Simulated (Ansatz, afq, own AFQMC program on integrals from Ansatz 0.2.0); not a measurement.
# AlP, triplet: AFQMC among the cluster methods

```yaml
atoms:
  - { symbol: Al, position_ang: [0.0000, 0.0000, 0.0000] }
  - { symbol: P, position_ang: [0.0000, 0.0000, 3.6140] }
```

Basis 6-31G. Only valence electrons are correlated. AFQMC by an in-house program on the Cholesky factors that Ansatz 0.2.0 writes for its CCSD(T) run. ph-AFQMC/CISD is guided by a CISD state made of CCSD amplitudes; releasing the constraint for a short imaginary time cuts its bias at the price of noise, slowly where states lie close. Error bars are statistical, one sigma.

Determinant: ROHF, the one that the program's search chose, which needn't be the lowest solution. The geometry is a point of a scan.

Full CI on the same integrals is exact in this basis and with this determinant's frozen core.

Cautions: lower spins were not checked; a spin-contaminated unrestricted determinant lies lower (UHF 829 meV lower, ⟨S²⟩ 2.76); strong correlation (T1 0.080, weight of the determinant 0.77, largest double 0.25); the released energies are still falling, so no released level is given (meV from the phaseless value at times in 1/Eh: 0.0 ± 2.4 at 0.24, -3.2 ± 2.1 at 0.51, -5.1 ± 2.1 at 0.99, -5.9 ± 2.5 at 1.62, -14.7 ± 1.5 at 2.40).

```
T1 diagnostic                               : 0.0799
weight of the determinant in the CISD state : 0.772
size of the correlated space                : 8 electrons in 16 orbitals
```

Reference: full CI, correlation energy -2.478 eV. The cautions show a poor starting determinant, so the rows tell how each method copes with it here, and full CI is the sure value.

```json
{"level": "HF", "E − E(reference) (kJ/mol)": "239.1", "share of correlation (%)": "0.00"}
{"level": "MP2", "E − E(reference) (kJ/mol)": "93.3", "share of correlation (%)": "60.97"}
{"level": "CCSD", "E − E(reference) (kJ/mol)": "7.7", "share of correlation (%)": "96.77"}
{"level": "CCSD(T)", "E − E(reference) (kJ/mol)": "2.3", "share of correlation (%)": "99.04"}
{"level": "CCSDT", "E − E(reference) (kJ/mol)": "0.5", "share of correlation (%)": "99.80"}
{"level": "CCSDT(Q)", "E − E(reference) (kJ/mol)": "0.1", "share of correlation (%)": "99.96"}
{"level": "CCSDTQ", "E − E(reference) (kJ/mol)": "0.0", "share of correlation (%)": "100.00"}
{"level": "ph-AFQMC/CISD", "E − E(reference) (kJ/mol)": "3.0 ± 0.3", "share of correlation (%)": "98.75"}
```

CCSDT and higher add their correlation energy to the determinant of the CCSD(T) run, since their own runs factorise the integrals more tightly (a shift of under 2 meV). A walk keeps the symmetry of its determinant, which the program's search chose and which needn't be the lowest solution, so a lower state of the same spin and another symmetry isn't excluded.
